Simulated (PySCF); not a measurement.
Simulated 1H ENDOR lines of a doublet radical (isotropic, first order, 1209.1 mT).

Class means under 0.5 MHz are left out. Line positions in MHz: 16.62, 47.82, 55.15, 86.34.

Task: What is the proton Larmor frequency at this field?

Result: νH = 5.58569 × 7.62259 MHz/T × 1.2091 T = 51.48 MHz.

Task: Pair the lines and read off the couplings.

Result: ν± = |νn ± a/2|, one line for each electron-spin manifold; νn = |g_N| × 7.62259 MHz/T × B. A pair with |a| < 2νn is centred on νn and split by |a|; one with |a| > 2νn is centred on |a|/2 and split by 2νn.

```json
{"lower line": "16.62", "upper line": "86.34", "centred on": "νn", "|a| (MHz)": "69.72"}
{"lower line": "47.82", "upper line": "55.15", "centred on": "νn", "|a| (MHz)": "7.33"}
```

Compound: C₃H₄Cl (doublet state).
Cartesian coordinates in Å at the GFN2-xTB level; atoms count from 1:
```
atom  x, y, z in Å
C1    -0.883    0.037   -0.205
C2     0.354   -0.056    0.659
C3     1.588   -0.055    0.245
Cl4    2.359    0.037   -1.220
H5    -0.613    0.109   -1.254
H6    -1.462    0.914    0.080
H7    -1.500   -0.847   -0.052
H8     0.167   -0.129    1.722
```

The species is `C/C=[C]\Cl` [radical].

Task: This is the radical. Which protons give which coupling, and how does each split the EPR lines?

Result: 69.7 MHz (computed sign +): H8, 2 bonds from C3, on C2 of spin population -0.12, a 1:1 doublet of 2.485 mT; 7.3 MHz (computed sign −): H5/H6/H7, 3 bonds from C3, a 1:3:3:1 quartet of 0.261 mT. To first order the positions of ENDOR lines don't depend on how many nuclei share a coupling.

Computed with PySCF 2.14.0, UKS B3LYP, pcH-1 on C Cl H, non-relativistic, mean-field spin-orbit, GIAO. Geometry: GFN2-xTB; no solvent, vibrations or thermal averaging. The geometry wasn't refined by DFT: couplings that depend on bond lengths, twists or pyramidal angles can differ widely from those at the functional's own minimum. Stability of the SCF solution: not tested.

Class means assume fast exchange of nuclei equivalent by connectivity; if that motion is slow, each nucleus keeps its own coupling.

Largest spin populations (Mulliken): C3 (+0.90), Cl4 (+0.13), C2 (-0.12) and C1 (+0.07). No atom but C3 exceeds +0.15. The positive populations add up to 1.13 and the negative ones to -0.13, together 2S = 1.
